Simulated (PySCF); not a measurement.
**One shape, several levels: doublet [BPH6]−**

We compute a comparison of 6 runs (U-wB97M-V/def2-SVPD, U-wB97X/def2-SVPD, UB2PLYP/def2-SVPD, UB3LYP/def2-SVPD, UBHLYP/def2-SVPD, UCAM-B3LYP/def2-SVPD) of doublet [BPH6]−. The job is set up through a Python script.

The calculation is run with PySCF 2.14.0.

4 further runs of the same task are left out: 1 that didn't finish, 3 set aside as unsound or not needed.

## (1) The molecule

[BPH6]− has 8 atoms, charge -1, and is taken as a doublet. As SMILES of the parent species, `[BH3-][PH3+]`. The shape is that of a PBE0-D4/def2-TZVP optimisation. That shape belongs to the parent species and isn't relaxed for this state.

Bond lengths: B1–P2 1.910 Å, B1–H3 1.209 Å, B1–H4 1.209 Å, B1–H5 1.209 Å, P2–H6 1.408 Å, P2–H7 1.409 Å, P2–H8 1.408 Å. Some angles: B1–P2–H6 118.0°, B1–P2–H7 118.1°, B1–P2–H8 118.0°, P2–B1–H3 103.8°, P2–B1–H4 103.8°, P2–B1–H5 103.8°, H6–P2–H7 99.7°, H6–P2–H8 99.7°, H7–P2–H8 99.7°, H3–B1–H4 114.5°.

## (2) The energy at U-wB97M-V/def2-SVPD (run 1)

Input file geometry.xyz:

```xyz
8

B     -0.556100     0.227200    -0.914000
P      0.433900    -0.181600     0.667700
H     -1.693400     0.343100    -0.520100
H     -0.367800    -0.730200    -1.628000
H     -0.055500     1.254200    -1.309900
H      0.418800     0.755700     1.718800
H      1.823100    -0.380300     0.547100
H      0.089200    -1.345200     1.382600
```

Input file calc.py:

```python
from pyscf import gto, dft

mol = gto.Mole()
mol.atom = 'geometry.xyz'
mol.spin = 1
mol.charge = -1
mol.verbose = 3
mol.max_memory = 1860
mol.basis = 'def2-svpd'
mol.build()

myscf = dft.UKS(mol, xc='wb97m-v')
myscf.grids.level = 5
myscf.nlcgrids.level = 1
myscf.conv_tol = 1e-10
myscf.kernel()
if not myscf.converged:
    myscf = myscf.newton().run(myscf.mo_coeff, myscf.mo_occ)

energy = myscf.e_tot
print('E = %.10f Eh' % energy)
```

Run with:

```
$ OMP_NUM_THREADS=1 python calc.py
```

Standard output:

```text
WARN: HOMO 0.0302905398426034 >= LUMO 0.0302905398426039

converged SCF energy = -369.529662597664  <S^2> = 0.75058995  2S+1 = 2.0005899
E = -369.5296625977 Eh
```

Wall time 2.3 min (1 thread of Arm Neoverse V2, shared host); peak memory 0.53 GiB.

## (3) The energy at U-wB97X/def2-SVPD (run 2)

Input file input.xyz:

```xyz
8
BH6P
B     -0.556100     0.227200    -0.914000
P      0.433900    -0.181600     0.667700
H     -1.693400     0.343100    -0.520100
H     -0.367800    -0.730200    -1.628000
H     -0.055500     1.254200    -1.309900
H      0.418800     0.755700     1.718800
H      1.823100    -0.380300     0.547100
H      0.089200    -1.345200     1.382600
```

Input file job.py:

```python
from pyscf import gto, dft

mol = gto.M(
    atom='input.xyz',
    max_memory=1860,
    verbose=3,
    charge=-1,
    spin=1,
    basis='def2-svpd',
)

ks = dft.UKS(mol)
ks.xc = 'wb97x'
ks.conv_tol = 1e-10
ks.grids.level = 5
ks.kernel()
if not ks.converged:
    ks = ks.newton().run(ks.mo_coeff, ks.mo_occ)

energy = ks.e_tot
print(f'total energy: {energy:.8f} hartree')
```

Run with:

```
$ OMP_NUM_THREADS=1 python job.py
```

Standard output:

```text
WARN: HOMO 0.0479946116131771 >= LUMO 0.0479946116131762

converged SCF energy = -369.579592634797  <S^2> = 0.75081483  2S+1 = 2.0008147
total energy: -369.57959263 hartree
```

It took 39 s on 1 thread of Arm Neoverse V2, shared host; peak memory 0.47 GiB.

Runs 3 to 4 aren't shown in full; the table further down has their settings and results.

## (4) A single-point energy at UBHLYP/def2-SVPD (run 5)

Input file job.py:

```python
from pyscf import gto, dft

molecule = gto.M(
    atom='''
B     -1.050877     0.429346    -1.727210
P      0.819952    -0.343174     1.261770
H     -3.200062     0.648365    -0.982847
H     -0.695041    -1.379878    -3.076474
H     -0.104880     2.370095    -2.475352
H      0.791417     1.428066     3.248061
H      3.445160    -0.718663     1.033869
H      0.168564    -2.542060     2.612735
''',
    spin=1,
    unit='bohr',
    basis='def2-svpd',
    charge=-1,
    max_memory=1860,
    verbose=4,
)

ks = dft.UKS(molecule, xc='bhandhlyp')
ks.grids.level = 5
ks.conv_tol = 1e-10
ks.kernel()
if not ks.converged:
    ks = ks.newton().run(ks.mo_coeff, ks.mo_occ)

energy = ks.e_tot
print('E = %.10f Eh' % energy)
```

Run with:

```
$ OMP_NUM_THREADS=1 python job.py
```

Standard output:

```text
PySCF version 2.14.0

[... 57 lines left out ...]
WARN: HOMO 0.00980187468501992 >= LUMO 0.00980187468502169
[... 54 lines left out ...]
converged SCF energy = -369.57783101566  <S^2> = 0.75068998  2S+1 = 2.0006899
E = -369.5778310157 Eh
```

It took 28 s on 1 thread of Arm Neoverse V2, shared host; peak memory 0.46 GiB.

## (5) A single-point energy at UCAM-B3LYP/def2-SVPD (run 6)

Input file run.py:

```python
from pyscf import gto, dft

mol = gto.M(
    atom='''
B     -0.556100     0.227200    -0.914000
P      0.433900    -0.181600     0.667700
H     -1.693400     0.343100    -0.520100
H     -0.367800    -0.730200    -1.628000
H     -0.055500     1.254200    -1.309900
H      0.418800     0.755700     1.718800
H      1.823100    -0.380300     0.547100
H      0.089200    -1.345200     1.382600
''',
    verbose=4,
    charge=-1,
    spin=1,
    basis='def2-svpd',
    max_memory=1860,
)

mf = dft.UKS(mol, xc='cam-b3lyp')
mf.conv_tol = 1e-10
mf.grids.level = 5
mf.kernel()
if not mf.converged:
    mf = mf.newton().run(mf.mo_coeff, mf.mo_occ)

energy = mf.e_tot
print('Final energy', energy)
```

Run with:

```
$ OMP_NUM_THREADS=1 python run.py
```

Standard output:

```text
PySCF version 2.14.0

[... 57 lines left out ...]
WARN: HOMO 0.0148132139188135 >= LUMO 0.0148132139188122
[... 54 lines left out ...]
converged SCF energy = -369.583774188003  <S^2> = 0.75071019  2S+1 = 2.0007101
Final energy -369.58377418800296
```

Wall time 35 s (1 thread of Arm Neoverse V2, shared host); peak memory 0.47 GiB.

## (6) All runs side by side

| run | level | nlc grid | frozen core orbitals | energy (Eh) | HOMO energy (eV) | LUMO energy (eV) | ⟨S²⟩ | wall time |
| --- | --- | --- | --- | --- | --- | --- | --- | --- |
| 1 | U-wB97M-V/def2-SVPD | 1 | – | -369.529663 | 1.53 | 5.17 | 0.751 | 2.3 min |
| 2 | U-wB97X/def2-SVPD | – | – | -369.579593 | 1.72 | 5.75 | 0.751 | 39 s |
| 3 | UB2PLYP/def2-SVPD | – | 6 | -369.423809 | 2.44 | 4.70 | 0.751 | 30 s |
| 4 | UB3LYP/def2-SVPD | – | – | -369.639960 | 2.71 | 3.83 | 0.750 | 27 s |
| 5 | UBHLYP/def2-SVPD | – | – | -369.577831 | 2.42 | 4.46 | 0.751 | 28 s |
| 6 | UCAM-B3LYP/def2-SVPD | – | – | -369.583774 | 2.07 | 4.57 | 0.751 | 35 s |

## (7) Results

| quantity | value |
| --- | --- |
| run 6: total energy | -369.58377 Eh |
| run 6: HOMO energy (highest over α and β) | 2.07 eV |
| run 6: LUMO energy (lowest over α and β) | 4.57 eV |
| run 6: ⟨S²⟩ | 0.751 |

**Reading.** Totals of different functionals can't be ranked against each other. In runs 1, 2, 3, 4, 5, 6 the HOMO lies above zero, so the outermost electron may be held by the basis alone. All runs together took 5 min, the longest 2.3 min.
